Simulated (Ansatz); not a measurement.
Compare A (`C=C=C(F)CC`) with its isomer B (`CC=C=C(C)F`).

Program: Ansatz. Geometries: PBE0-D4/def2-TZVP. ΔE: electronic, gas phase. CCSD(T)/CBS is the MP2 limit (def2-TZVPP, def2-QZVPP) plus CCSD(T) − MP2 in def2-TZVPP, frozen cores. Functionals use def2-TZVPP. B3LYP here is the variant with VWN-RPA as its local correlation; programs differ in this. One conformer a species, not always the lowest.

Q: Which isomer does CCSD(T)/CBS put lower? Give the gap. (Estimate.)

A: Computed: B, by 2.6 kcal/mol.

Q: Give E(B) − E(A) in kcal/mol with r2SCAN-D4, PBE0-D4, CCSD/def2-TZVPP, PBE-D4, B3LYP-D4, CCSD(T)/def2-TZVPP, MP2/def2-TZVPP. (Best estimate.)

A: Ansatz gave: r2SCAN-D4 -3.4, PBE0-D4 -3.5, CCSD/def2-TZVPP -2.5, PBE-D4 -3.7, B3LYP-D4 -3.3, CCSD(T)/def2-TZVPP -2.5, MP2/def2-TZVPP -2.9. None reverses the order clearly.

Largest T1 diagnostic: 0.012.
